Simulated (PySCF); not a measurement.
AlCl₃, SMILES [Cl][Al]([Cl])[Cl]. Atoms are numbered in the order given.

```xyz
4

Al     0.0000     0.0000     0.0000
Cl     2.0846     0.0000     0.0000
Cl    -1.0423    -1.8053     0.0000
Cl    -1.0423     1.8053     0.0000
```
Charge 0, spin multiplicity 1.

Geometry optimised at B3LYP-D3(BJ)/def2-SVP. The isomer is the one that the SMILES or the coordinates give; other isomers of the formula were not compared.

Level of theory: TDA-B3LYP/def2-SVPD in PySCF.

Vertical excitations; the highest root listed may be one member of a degenerate set. The molecule is in vacuum. State labels are in the subgroup C2v.

Computed lowest excited states:
```tsv
state	symmetry	energy (eV)	λ (nm)	f	main pairs
S1	B1	6.23	199	0.000	HOMO→LUMO 99 %
S2	A2	6.54	190	0.000	HOMO→LUMO+1 100 %
S3	A2	6.65	186	0.000	HOMO−2→LUMO (degenerate set)
S4	B2	6.65	186	0.000	HOMO−1→LUMO (degenerate set)
S5	B1	6.88	180	0.039	HOMO−3→LUMO (degenerate set)
S6	A1	6.88	180	0.039	HOMO−4→LUMO (degenerate set)
S7	A2	7.13	174	0.000	HOMO−3→LUMO+1 (degenerate set)
S8	B2	7.14	174	0.000	HOMO−4→LUMO+1 (degenerate set)
S9	B1	7.37	168	0.089	HOMO−2→LUMO+1 (degenerate set)
S10	A1	7.37	168	0.089	HOMO−1→LUMO+1 (degenerate set)
T1	B1	5.99	207	0	HOMO→LUMO 98 %
T2	A2	6.40	194	0	HOMO−2→LUMO (degenerate set)
T3	B2	6.40	194	0	HOMO−1→LUMO (degenerate set)
T4	A2	6.42	193	0	HOMO→LUMO+1 99 %
```
Triplets are in the Tamm–Dancoff approximation.
